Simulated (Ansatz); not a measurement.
[Cl···H···NH], triplet: transfer scan

Starting geometry:

```xyz
4

Cl   -0.8041    0.0197    0.0000
H     0.4747    0.0197    0.0000
N     1.8489    0.0197    0.0000
H     2.1179   -0.9846    0.0000
```

From there H2 is moved from one fragment to the other while all else, the fragments' distance too, stays fixed; atoms are numbered as listed. Energies are in kcal/mol, counted from the starting geometry at the same level.

Basis cc-pVDZ; Ansatz 0.2.0. Correlated methods freeze the noble-gas cores. Prefix R: restricted or restricted open-shell reference; prefix U: unrestricted. Active spaces: valence = (14e, 10o) chosen from the atoms' valence shells.

For open shells CISD is restricted-active-space CI with the open shells as a complete middle space. Runs in a small pair space aren't shown, since their orbitals change along the scan.

Full CI isn't at hand for all of this; UCCSDT(Q) serves as the reference, and is uncertain by about the last step of the cluster series. The frozen core follows each run's orbitals, which can shift R against U totals by a few meV.

```csv
distance Cl1-H2 (Å),UCCSDT(Q),error RHF,error CISD,error RCCSD,error UCCSD,error UCCSDT,error CASSCF (valence space)
1.189,4.9,-2.7,-0.9,-0.4,-0.4,0.0,-0.5
1.279,0.0,0.0,0.0,0.0,0.0,0.0,0.0
1.327,-0.4,1.8,0.7,0.3,0.2,0.0,0.3
1.374,0.0,3.7,1.4,0.5,0.5,0.0,0.7
1.422,0.8,6.1,2.3,0.8,0.7,0.1,1.1
1.470,1.6,8.6,3.2,1.1,0.8,0.1,1.5
1.518,2.5,11.3,3.6,1.2,0.9,0.1,1.8
1.565,3.6,12.0,2.5,0.9,0.8,0.1,1.9
1.613,5.1,9.1,2.3,0.6,0.6,0.1,1.7
```

Errors are those of relative energies. In total energy the starting point itself misses UCCSDT(Q) by: RHF 195.2, CISD 18.8, RCCSD 4.1, UCCSD 4.0, UCCSDT 0.3, CASSCF (valence space) 165.2 kcal/mol.

Spread of the error over the points with a reference, to 1.613 Å (largest less smallest): UCCSDT 0.1, UCCSD 1.2, RCCSD 1.6, CASSCF (valence space) 2.4, CISD 4.5, RHF 14.7 kcal/mol.
